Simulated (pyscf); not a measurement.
**Four-centre exchange: H₃C–C≡N + H₂ → H₃C–C≡N + H₂**

Gas phase, singlet surface, charge 0. Bonds broken: C1–H4, H7–H8. Bonds formed: C1–H7, H4–H8. Single points on ωB97X-D3(BJ)/def2-SVP structures (PySCF, gas phase).

Transition state (Å):

```xyz
8

C     -0.9019    -0.0086    -0.1664
C     -1.2979    -0.5368     1.1214
N     -1.6157    -0.9591     2.1525
H     -1.0031     0.0667    -1.8606
H     -0.0861    -0.5433    -0.6334
H     -1.4756     0.8498    -0.4882
H      0.0233     1.0169    -1.1555
H     -0.3276     0.7596    -2.0380
```

One imaginary mode, 1907i cm⁻¹; descent along it reached the two sides named.

| bond | change | reactant side (Å) | saddle | product side |
|---|---|---|---|---|
| C1–H4 | breaks | 1.099 | 1.699 | 3.3 |
| H7–H8 | breaks | 0.760 | 0.984 | 2.9 |
| C1–H7 | forms | 3.3 | 1.699 | 1.099 |
| H4–H8 | forms | 2.9 | 0.984 | 0.760 |

Electronic energies relative to the separated reactants (eV):

```json
[
 {"level": "ωB97X-D3(BJ)/def2-TZVP", "barrier": "5.05", "reaction energy": "0.00", "reverse barrier": "5.05"},
 {"level": "PBE/def2-TZVP", "barrier": "4.36", "reaction energy": "0.00", "reverse barrier": "4.36"},
 {"level": "r²SCAN/def2-TZVP", "barrier": "4.63", "reaction energy": "0.00", "reverse barrier": "4.63"},
 {"level": "B3LYP-D3(BJ)/def2-TZVP", "barrier": "4.75", "reaction energy": "0.00", "reverse barrier": "4.75"},
 {"level": "PBE0-D3(BJ)/def2-TZVP", "barrier": "4.71", "reaction energy": "0.00", "reverse barrier": "4.71"},
 {"level": "M06-2X/def2-TZVP", "barrier": "5.06", "reaction energy": "0.00", "reverse barrier": "5.06"},
 {"level": "ωB97M-D3(BJ)/def2-TZVP", "barrier": "4.87", "reaction energy": "0.00", "reverse barrier": "4.87"},
 {"level": "HF/def2-TZVP", "barrier": "6.15", "reaction energy": "0.00", "reverse barrier": "6.15"}
]
```

With ωB97M-D3(BJ)/def2-TZVP energies and thermal terms (ideal gas, 1 atm, RRHO with modes under 100 cm⁻¹ raised to 100, one conformer, R ln 2 for chiral ones without a mode under 150 cm⁻¹), in eV:

| T (K) | ΔH‡ | ΔG‡ | ΔH | ΔG |
|---|---|---|---|---|
| 298 | 4.79 | 5.15 | 0.00 | 0.00 |
| 600 | 4.77 | 5.52 | 0.00 | 0.00 |
| 900 | 4.77 | 5.89 | 0.00 | 0.00 |
| 1200 | 4.80 | 6.26 | 0.00 | 0.00 |

The same reactants have a lower exit, to H₂C=C=NH + H₂ (barrier +2.66 eV at ωB97M-D3(BJ)/def2-TZVP, against +4.87 eV here). One saddle was located; it need not be the lowest between these sides.
